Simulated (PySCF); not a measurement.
Molecule: SMILES CCF, C₂H₅F.

Mapped SMILES: `[CH3:1][CH2:2][F:3]`. Each H is labelled by its parent atom.

Spin–spin couplings on one PBE0-D3(BJ)/def2-SVP geometry, PySCF 2.14, gas phase, non-relativistic, equivalent pairs averaged; isotopes $^{13}$C, $^{19}$F, $^{1}$H; basis pcJ-1.

Reference values (Hz): $^{1}J$(C2,F3) = 160.6 (measured; solution; Gryff-Keller and Szczecinski, RSC Adv. 2016, 6, 82783); $^{2}J$(C1,F3) = 20.7 (measured; solution; Gryff-Keller and Szczecinski, RSC Adv. 2016, 6, 82783); $^{2}J$(F3,H(C2)) = 47.1 (measured; solution; Gryff-Keller and Szczecinski, RSC Adv. 2016, 6, 82783); $^{3}J$(F3,H(C1)) = 26.4 (measured; solution; Gryff-Keller and Szczecinski, RSC Adv. 2016, 6, 82783).

How do the couplings (Hz) change with the functional? Times are CPU seconds on shared hosts with different chips, so compare them loosely.

## Answers


```tsv
functional	functions	$^{1}J$(C2,F3)	$^{2}J$(C1,F3)	$^{2}J$(F3,H(C2))	$^{3}J$(F3,H(C1))	mean abs. error	core-s
HF	131	-125.7	32.7	64.0	24.9	16.3	4
LDA	131	-246.1	11.0	39.0	24.5	26.3	3.7
PBE	131	-258.6	16.6	48.7	24.0	26.5	5.9
KT2	131	-255.8	10.6	49.4	24.7	27.4	6.4
B3LYP	131	-234.8	21.2	54.0	24.8	20.8	12
PBE0	131	-229.1	21.6	52.3	23.3	19.4	6.5
B97-2	131	-221.9	19.1	46.2	22.7	16.9	6.5
BHandHLYP	131	-196.3	27.2	60.1	25.0	14.2	7.8
CAM-B3LYP	131	-219.3	21.9	53.2	24.3	17.0	8.6
```

Errors compare magnitudes, without vibrational corrections, and the largest couplings weigh most in the mean. Closest: BHandHLYP; furthest: KT2.
